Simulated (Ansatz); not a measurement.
Fluorite CeO₂, treated with rVV10 (PAW; Ansatz, an electronic-structure program).

Run with plane-wave cutoff 500 eV, 10×10×10 k mesh, gaussian smearing 0.02 eV, no spin polarisation, scalar-relativistic PAW data made under PBE.

Computed at the level's own relaxed cell.

Task: Give the computed volume per atom, equilibrium lattice constant a and band gap.

Result: 
volume per atom: 13.84 Å³/atom
equilibrium lattice constant a: 5.497 Å
band gap: 1.86 eV (on the SCF k mesh)

Measured, for comparison: band gap 3 eV (temperature not stated, no zero-point or thermal correction, O 2p to Ce 4f, our sources range from 3.00 to 3.20; as tabulated in Tran et al. (2019), arXiv:1908.01820); equilibrium volume per atom 13.06 Å³/atom, lattice constant a 5.391 Å (0 K, extrapolated to 0 K; as tabulated in Stimac et al. (2024), arXiv:2411.06536). Computed (rounded) less measured: equilibrium volume per atom +6.0 %, lattice constant a +2.0 %.

Spin–orbit coupling is not included.

Computed values are for the static lattice.
